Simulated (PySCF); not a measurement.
Working out the ionisation energy of Ar

Ar [Ar] (1S) → Ar⁺ [Ne] 3s2 3p5 (2P). Calculation: PySCF 2.14, in cc-pVTZ-DK (5s4p2d1f, 34 functions); the spin-free X2C one-electron Hamiltonian (Gaussian nucleus). Frozen: [Ne]. Energies in hartree (1 hartree = 27.21139 eV):

```json
{"part": "UHF", "Ar (lower)": "-528.621423", "Ar⁺ (upper)": "-528.086487"}
{"part": "CCSD correlation", "Ar (lower)": "-0.223577", "Ar⁺ (upper)": "-0.189325"}
{"part": "(T)", "Ar (lower)": "-0.006470", "Ar⁺ (upper)": "-0.004998"}
```

**Question.** What does Hartree-Fock give?

**Answer.** (-528.086487) − (-528.621423) = 0.534936 hartree = 14.556 eV.

**Question.** What do CCSD and CCSD(T) give?

**Answer.** The CCSD correlation energies differ by 0.034252 hartree = 0.932 eV and the triples by 0.001472 hartree = 0.040 eV, so CCSD gives 15.488 eV and CCSD(T) 15.528 eV.

Measured between the centres of the two terms (NIST): 15.819 eV, so CCSD(T) (valence) is off by -0.291 eV.

What remains against the reference includes basis incompleteness, the frozen core and higher excitations.
